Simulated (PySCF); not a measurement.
# Rotational lines of BF

Lines J+1 ← J of the vibrational ground state, computed from PBE0 constants of BF, ¹Σ⁺ (singlet), closed shell (PySCF, no relativity, basis sets B def2-TZVP, F def2-TZVP; masses 11.0093 and 18.9984 u), in MHz:

```csv
J,ν (MHz)
5,541803
6,632027
7,722217
8,812367
9,902471
```

(1) Find B0 and the effective bond length r0; with αe = 0.0187 cm⁻¹, find Re.

Results:

(1) ν = 2B0(J+1) − 4D(J+1)³ gives B0 = 1.5066 cm⁻¹. With the reduced mass μred = 6.9702 u, r0 = √(16.8576/(μred·B0)) (u, cm⁻¹, Å) = 1.2670 Å. Be = B0 + αe/2 = 1.5159 cm⁻¹ gives Re = 1.263 Å.
